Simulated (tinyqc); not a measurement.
Worked calculation: CIS on RHF in the sto-3g basis, frozen core, for LiH, spin multiplicity 1. Computed by tinyqc, a small Python program that keeps every step (integrals from PySCF). Settings: charge = 0, multiplicity = 1, basis = sto-3g, method = RHF, frozen orbitals = 1, energy threshold = 1e-10, iteration cap = 85, orthogonalisation = canonical, start = Wolfsberg-Helmholz matrix, DIIS depth = 6. Command: `OMP_NUM_THREADS=1 python tinyqc.py 31952 31953 out.jsonl` (the two numbers bound the seeds that draw the settings). One thread of a shared host (Intel(R) Xeon(R) Processor @ 2.60GHz), about 0.05 s of CPU time with the checks. The early iterations of the SCF are left out here.

## One-electron integrals

Geometry (angstrom):
```
atom         x         y         z
Li    0.000000  0.000000  0.000000
H     0.000000  0.000000  1.683000
```

Basis sto-3g: exponents (1/bohr^2) and contraction coefficients of normalised primitives:
```
element  l (shell)   exponent  coefficient
Li           s (1)  16.119575     0.154329
Li           s (1)   2.936201     0.535328
Li           s (1)   0.794651     0.444635
Li           s (2)   0.636290    -0.099967
Li           s (2)   0.147860     0.399513
Li           s (2)   0.048089     0.700115
Li           p (3)   0.636290     0.155916
Li           p (3)   0.147860     0.607684
Li           p (3)   0.048089     0.391957
H            s (1)   3.425251     0.154329
H            s (1)   0.623914     0.535328
H            s (1)   0.168855     0.444635
```

Overlap, kinetic and nuclear-attraction integrals over the contracted functions; the nuclear repulsion is the sum of Za Zb / Rab.

nuclear repulsion = 0.94327489 hartree

overlap S, order 1Li 1s, 1Li 2s, 1Li 2px, 1Li 2py, 1Li 2pz, 2H 1s:
$$\begin{pmatrix}
1.000000 & 0.241137 & 0.000000 & 0.000000 & 0.000000 & 0.055678 \\
0.241137 & 1.000000 & 0.000000 & 0.000000 & 0.000000 & 0.374597 \\
0.000000 & 0.000000 & 1.000000 & 0.000000 & 0.000000 & 0.000000 \\
0.000000 & 0.000000 & 0.000000 & 1.000000 & 0.000000 & 0.000000 \\
0.000000 & 0.000000 & 0.000000 & 0.000000 & 1.000000 & 0.496412 \\
0.055678 & 0.374597 & 0.000000 & 0.000000 & 0.496412 & 1.000000
\end{pmatrix}$$

kinetic energy T (hartree), order 1Li 1s, 1Li 2s, 1Li 2px, 1Li 2py, 1Li 2pz, 2H 1s:
$$\begin{pmatrix}
3.576786 & -0.020237 & 0.000000 & 0.000000 & 0.000000 & -0.014226 \\
-0.020237 & 0.102163 & 0.000000 & 0.000000 & 0.000000 & 0.036741 \\
0.000000 & 0.000000 & 0.319682 & 0.000000 & 0.000000 & 0.000000 \\
0.000000 & 0.000000 & 0.000000 & 0.319682 & 0.000000 & 0.000000 \\
0.000000 & 0.000000 & 0.000000 & 0.000000 & 0.319682 & 0.115923 \\
-0.014226 & 0.036741 & 0.000000 & 0.000000 & 0.115923 & 0.760032
\end{pmatrix}$$

nuclear attraction V (hartree), order 1Li 1s, 1Li 2s, 1Li 2px, 1Li 2py, 1Li 2pz, 2H 1s:
$$\begin{pmatrix}
-8.297306 & -1.040161 & 0.000000 & 0.000000 & -0.014554 & -0.237759 \\
-1.040161 & -1.488969 & 0.000000 & 0.000000 & -0.117484 & -0.679595 \\
0.000000 & 0.000000 & -1.447864 & 0.000000 & 0.000000 & 0.000000 \\
0.000000 & 0.000000 & 0.000000 & -1.447864 & 0.000000 & 0.000000 \\
-0.014554 & -0.117484 & 0.000000 & 0.000000 & -1.542012 & -0.911871 \\
-0.237759 & -0.679595 & 0.000000 & 0.000000 & -0.911871 & -2.168198
\end{pmatrix}$$

core Hamiltonian H = T + V (hartree), order 1Li 1s, 1Li 2s, 1Li 2px, 1Li 2py, 1Li 2pz, 2H 1s:
$$\begin{pmatrix}
-4.720520 & -1.060398 & 0.000000 & 0.000000 & -0.014554 & -0.251985 \\
-1.060398 & -1.386806 & 0.000000 & 0.000000 & -0.117484 & -0.642853 \\
0.000000 & 0.000000 & -1.128182 & 0.000000 & 0.000000 & 0.000000 \\
0.000000 & 0.000000 & 0.000000 & -1.128182 & 0.000000 & 0.000000 \\
-0.014554 & -0.117484 & 0.000000 & 0.000000 & -1.222330 & -0.795948 \\
-0.251985 & -0.642853 & 0.000000 & 0.000000 & -0.795948 & -1.408166
\end{pmatrix}$$

## Two-electron integrals

Functions are numbered as in S; the eight-fold symmetry (ij|kl) = (ji|kl) = (kl|ij) leaves the list below.

Two-electron integrals (ij|kl) in chemists' order, unique and non-zero (hartree):
```
(11|11) 1.680395   (21|11) 0.265420   (21|21) 0.049941   (22|11) 0.397727
(22|21) 0.092860   (22|22) 0.290562   (31|31) 0.008981   (32|31) 0.013788
(32|32) 0.064184   (33|11) 0.396640   (33|21) 0.092880   (33|22) 0.290497
(33|33) 0.312946   (41|41) 0.008981   (42|41) 0.013788   (42|42) 0.064184
(43|43) 0.016869   (44|11) 0.396640   (44|21) 0.092880   (44|22) 0.290497
(44|33) 0.279207   (44|44) 0.312946   (51|51) 0.008981   (52|51) 0.013788
(52|52) 0.064184   (53|53) 0.016869   (54|54) 0.016869   (55|11) 0.396640
(55|21) 0.092880   (55|22) 0.290497   (55|33) 0.279207   (55|44) 0.279207
(55|55) 0.312946   (61|11) 0.059456   (61|21) 0.011248   (61|22) 0.021308
(61|33) 0.021059   (61|44) 0.021059   (61|51) 0.001334   (61|52) 0.002592
(61|55) 0.021817   (61|61) 0.002770   (62|11) 0.137956   (62|21) 0.032588
(62|22) 0.107595   (62|33) 0.102064   (62|44) 0.102064   (62|51) 0.005290
(62|52) 0.031938   (62|55) 0.118544   (62|61) 0.008769   (62|62) 0.065949
(63|31) 0.002626   (63|32) 0.012181   (63|53) 0.004929   (63|63) 0.004738
(64|41) 0.002626   (64|42) 0.012181   (64|54) 0.004929   (64|64) 0.004738
(65|11) 0.170419   (65|21) 0.040683   (65|22) 0.139395   (65|33) 0.129974
(65|44) 0.129974   (65|51) 0.008207   (65|52) 0.048908   (65|55) 0.158073
(65|61) 0.011388   (65|62) 0.093583   (65|65) 0.134688   (66|11) 0.313600
(66|21) 0.075368   (66|22) 0.273176   (66|33) 0.249280   (66|44) 0.249280
(66|51) 0.013961   (66|52) 0.102951   (66|55) 0.320663   (66|61) 0.021164
(66|62) 0.209086   (66|65) 0.308184   (66|66) 0.774606
```

## Orthogonalisation

S = U s U^T; canonical form X = U s^(-1/2), so that X^T S X = 1. Each column of U has its largest component positive (the first on a tie).

eigenvalues of S: [0.370870, 0.799848, 1.000000, 1.000000, 1.173529, 1.655753]

X, order 1Li 1s, 1Li 2s, 1Li 2px, 1Li 2py, 1Li 2pz, 2H 1s:
$$\begin{pmatrix}
0.186351 & 0.795178 & 0.000000 & 0.000000 & 0.603825 & 0.179750 \\
-0.748921 & -0.618088 & 0.000000 & 0.000000 & 0.473620 & 0.367135 \\
0.000000 & 0.000000 & 0.980707 & -0.195485 & 0.000000 & 0.000000 \\
0.000000 & 0.000000 & 0.195485 & 0.980707 & 0.000000 & 0.000000 \\
-0.897810 & 0.450456 & 0.000000 & 0.000000 & -0.484304 & 0.398931 \\
1.137844 & -0.181622 & 0.000000 & 0.000000 & -0.169296 & 0.526982
\end{pmatrix}$$

Within a degenerate level the vectors are fixed only up to a rotation; this is one choice.

## Iteration 8 (converged): orbitals

converged F (hartree), order 1Li 1s, 1Li 2s, 1Li 2px, 1Li 2py, 1Li 2pz, 2H 1s:
$$\begin{pmatrix}
-2.348321 & -0.640106 & 0.000000 & 0.000000 & 0.014443 & -0.152276 \\
-0.640106 & -0.224076 & 0.000000 & 0.000000 & -0.098020 & -0.256235 \\
0.000000 & 0.000000 & 0.163887 & 0.000000 & 0.000000 & 0.000000 \\
0.000000 & 0.000000 & 0.000000 & 0.163887 & 0.000000 & 0.000000 \\
0.014443 & -0.098020 & 0.000000 & 0.000000 & 0.008657 & -0.229521 \\
-0.152276 & -0.256235 & 0.000000 & 0.000000 & -0.229521 & -0.134704
\end{pmatrix}$$

Diagonalise F' = X^T F X, C = X C', fill 2 alpha and 2 beta electrons from the bottom; D = 2 C_occ C_occ^T. Each column has its largest component positive (the first on a tie).

F' = X^T F X (hartree):
$$\begin{pmatrix}
0.508440 & -0.145203 & 0.000000 & 0.000000 & -0.103880 & -0.045811 \\
-0.145203 & -0.855002 & 0.000000 & 0.000000 & -1.092293 & -0.368547 \\
0.000000 & 0.000000 & 0.163887 & 0.000000 & 0.000000 & 0.000000 \\
0.000000 & 0.000000 & 0.000000 & 0.163887 & 0.000000 & 0.000000 \\
-0.103880 & -1.092293 & 0.000000 & 0.000000 & -1.203315 & -0.496533 \\
-0.045811 & -0.368547 & 0.000000 & 0.000000 & -0.496533 & -0.477736
\end{pmatrix}$$

orbital energies (hartree): MO1 -2.350905, MO2 -0.278093, MO3 0.077403, MO4 0.163887, MO5 0.163887, MO6 0.523982

coefficients C, order 1Li 1s, 1Li 2s, 1Li 2px, 1Li 2py, 1Li 2pz, 2H 1s:
$$\begin{pmatrix}
0.991316 & -0.162232 & -0.211043 & 0.000000 & 0.000000 & 0.101899 \\
0.033073 & 0.462381 & 0.798630 & 0.000000 & 0.000000 & -0.670313 \\
0.000000 & 0.000000 & 0.000000 & -0.562543 & 0.826768 & 0.000000 \\
0.000000 & 0.000000 & 0.000000 & 0.826768 & 0.562543 & 0.000000 \\
-0.005760 & 0.343098 & -0.610539 & 0.000000 & 0.000000 & -0.955072 \\
0.002682 & 0.554457 & -0.146888 & 0.000000 & 0.000000 & 1.142384
\end{pmatrix}$$

D after iteration 8, order 1Li 1s, 1Li 2s, 1Li 2px, 1Li 2py, 1Li 2pz, 2H 1s:
$$\begin{pmatrix}
2.018052 & -0.084454 & 0.000000 & 0.000000 & -0.122742 & -0.174583 \\
-0.084454 & 0.429780 & 0.000000 & 0.000000 & 0.316903 & 0.512918 \\
0.000000 & 0.000000 & 0.000000 & 0.000000 & 0.000000 & 0.000000 \\
0.000000 & 0.000000 & 0.000000 & 0.000000 & 0.000000 & 0.000000 \\
-0.122742 & 0.316903 & 0.000000 & 0.000000 & 0.235499 & 0.380435 \\
-0.174583 & 0.512918 & 0.000000 & 0.000000 & 0.380435 & 0.614860
\end{pmatrix}$$

Within a degenerate level the vectors are fixed only up to a rotation; this is one choice.

## Convergence

Stop when the energy changes by less than 1e-10 hartree and every element of the error matrix X^T (F D S - S D F) X is below 3e-06.

Course of the cycle:
```
iteration  E (hartree)     change  largest element of the error matrix
1          -7.83966275          -                             7.16e-02
2          -7.85405998  -1.44e-02                             2.45e-02
3          -7.85723181  -3.17e-03                             1.24e-02
4          -7.85813560  -9.04e-04                             1.19e-03
5          -7.85813662  -1.02e-06                             4.55e-04
6          -7.85813691  -2.85e-07                             5.51e-05
7          -7.85813692  -5.68e-09                             5.14e-06
8          -7.85813692  -4.66e-11                             1.22e-07
```

PySCF RHF in the same basis = -7.85813692 hartree

Converged in 8 iterations.

## Integrals over molecular orbitals

(pq|rs) = sum C_ip C_jq C_kr C_ls (ij|kl), one index at a time.

one-electron integrals over orbitals h = C^T H C (hartree):
$$\begin{pmatrix}
-4.711205 & 0.102768 & 0.166010 & 0.000000 & 0.000000 & -0.040326 \\
0.102768 & -1.461208 & 0.030495 & 0.000000 & 0.000000 & -0.031335 \\
0.166010 & 0.030495 & -1.120074 & 0.000000 & 0.000000 & 0.028870 \\
0.000000 & 0.000000 & 0.000000 & -1.128182 & 0.000000 & 0.000000 \\
0.000000 & 0.000000 & 0.000000 & 0.000000 & -1.128182 & 0.000000 \\
-0.040326 & -0.031335 & 0.028870 & 0.000000 & 0.000000 & -0.964823
\end{pmatrix}$$

Two-electron integrals over orbitals (pq|rs), unique and non-zero (hartree); the lowest 1 orbital is frozen and left out:
```
(22|22) 0.481584    (32|22) -0.050025   (32|32) 0.013956    (33|22) 0.221353
(33|32) 0.008580    (33|33) 0.336916    (42|42) 0.022981    (43|42) 0.019362
(43|43) 0.041269    (44|22) 0.266108    (44|32) 0.006718    (44|33) 0.281766
(44|44) 0.312946    (52|52) 0.022981    (53|52) 0.019362    (53|53) 0.041269
(54|54) 0.016869    (55|22) 0.266108    (55|32) 0.006718    (55|33) 0.281766
(55|44) 0.279207    (55|55) 0.312946    (62|22) 0.122765    (62|32) -0.035664
(62|33) -0.014380   (62|44) -0.020332   (62|55) -0.020332   (62|62) 0.124892
(63|22) -0.051881   (63|32) 0.010308    (63|33) 0.035965    (63|44) 0.002990
(63|55) 0.002990    (63|62) -0.032742   (63|63) 0.026712    (64|42) -0.019529
(64|43) -0.013545   (64|64) 0.019819    (65|52) -0.019529   (65|53) -0.013545
(65|65) 0.019819    (66|22) 0.450261    (66|32) -0.044332   (66|33) 0.240875
(66|44) 0.266931    (66|55) 0.266931    (66|62) 0.128743    (66|63) -0.044473
(66|66) 0.450373
```

## CIS matrix, singlets

A(ia,jb) = (e_a - e_i) d_ij d_ab + 2 (ia|jb) - (ij|ab).

CIS matrix A, singlet (hartree), order 2>3, 2>4, 2>5, 2>6:
$$\begin{pmatrix}
0.162054 & 0.000000 & 0.000000 & -0.019447 \\
0.000000 & 0.221835 & 0.000000 & 0.000000 \\
0.000000 & 0.000000 & 0.221835 & 0.000000 \\
-0.019447 & 0.000000 & 0.000000 & 0.601597
\end{pmatrix}$$

## CIS singlet states

dipole integrals <i|r|a> (bohr), order 2>3, 2>4, 2>5, 2>6:
$$\begin{pmatrix}
0.000000 & 0.000000 & -0.478907 \\
-0.550660 & 0.809302 & 0.000000 \\
0.809302 & 0.550660 & 0.000000 \\
0.000000 & 0.000000 & 0.776913
\end{pmatrix}$$

Diagonalise A (1 hartree = 27.211386 eV); each vector has its largest component positive (the first on a tie). The transition dipole is mu = sqrt2 sum c_ia <i|r|a>.

singlet excitation energies (eV): [4.386349, 6.036426, 6.036426, 16.393664]

lowest vectors, order 2>3, 2>4, 2>5, 2>6:
$$\begin{pmatrix}
0.999026 & 0.000000 & 0.000000 & -0.044114 \\
0.000000 & -0.290980 & 0.956729 & 0.000000 \\
0.000000 & 0.956729 & 0.290980 & 0.000000 \\
0.044114 & 0.000000 & 0.000000 & 0.999026
\end{pmatrix}$$

oscillator strengths 2/3 w |mu|^2: [0.042402, 0.283415, 0.283415, 0.510610]

Within a degenerate level the vectors are fixed only up to a rotation; this is one choice.

## CIS matrix, triplets

A(ia,jb) = (e_a - e_i) d_ij d_ab - (ij|ab).

CIS matrix A, triplet (hartree), order 2>3, 2>4, 2>5, 2>6:
$$\begin{pmatrix}
0.134142 & 0.000000 & 0.000000 & 0.051881 \\
0.000000 & 0.175872 & 0.000000 & 0.000000 \\
0.000000 & 0.000000 & 0.175872 & 0.000000 \\
0.051881 & 0.000000 & 0.000000 & 0.351814
\end{pmatrix}$$

## CIS triplet states

Diagonalise A (1 hartree = 27.211386 eV); each vector has its largest component positive (the first on a tie).

triplet excitation energies (eV): [3.330920, 4.785722, 4.785722, 9.892626]

lowest vectors, order 2>3, 2>4, 2>5, 2>6:
$$\begin{pmatrix}
0.975368 & 0.000000 & 0.000000 & 0.220585 \\
0.000000 & -0.439081 & 0.898448 & 0.000000 \\
0.000000 & 0.898448 & 0.439081 & 0.000000 \\
-0.220585 & 0.000000 & 0.000000 & 0.975368
\end{pmatrix}$$

Within a degenerate level the vectors are fixed only up to a rotation; this is one choice.
